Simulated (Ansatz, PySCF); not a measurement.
Barrier height from C3H7 (SMILES [CH2]CC) to the transition structure C3H7, without zero-point energy, on the benchmark's geometries as Psi4's copy of the set gives them.
Transition structure (charge 0, multiplicity 2, Z-matrix in Å and degrees):
```
C
C 1 1.3597
H 1 1.0807 2 120.35
H 1 1.0807 3 116.14 2 -159.94
H 2 1.0810 1 121.32 3 13.11
H 2 1.0810 5 117.16 1 -174.89
C 1 2.2655 3 89.07 4 -88.53
H 7 1.0800 1 100.76 3 -61.94
H 7 1.0800 8 116.68 1 107.95
H 7 1.0816 8 116.92 9 145.44
```
Reactant (charge 0, multiplicity 2):
```xyz
10

C      1.2084    -0.2872     0.0001
C     -0.0654     0.5761    -0.0001
C     -1.3148    -0.2395     0.0000
H      1.2414    -0.9284     0.8812
H      1.2414    -0.9286    -0.8810
H      2.1019     0.3387     0.0000
H     -0.0482     1.2269    -0.8771
H     -0.0483     1.2270     0.8768
H     -1.7291    -0.6158     0.9244
H     -1.7288    -0.6164    -0.9244
```

Open shells are unrestricted; no spin–orbit coupling.

Cores are frozen in the correlated methods.

The values were computed with Ansatz (Gaussian basis) for Hartree–Fock, density functionals and correlated methods; PySCF for the dispersion terms. 

| level | barrier height (kcal/mol) |
|---|---|
| PBE-D4/def2-TZVPPD | 29.73 |
| BLYP/def2-TZVPPD | 25.00 |
| BLYP-D3(BJ)/def2-TZVPPD | 24.80 |
| r2SCAN/def2-TZVPPD | (withheld) |
| PBE0/def2-TZVPPD | (withheld) |
| CAM-B3LYP-D3(BJ)/def2-TZVPPD | 33.12 |
| wB97M-V/def2-TZVPPD | 33.72 |
| B2PLYP/def2-TZVPPD | 32.16 |
| CCSD(T)/aug-cc-pVDZ | 32.61 |

### Question
Complete the blanks.

### Answer

- r2SCAN/def2-TZVPPD, barrier height (kcal/mol): 31.13
- PBE0/def2-TZVPPD, barrier height (kcal/mol): 34.46

Doubts at one or more of the structures used: a spin-contaminated determinant (CCSD(T)/aug-cc-pVDZ).

Ansatz is a quantum-chemistry and plane-wave program.
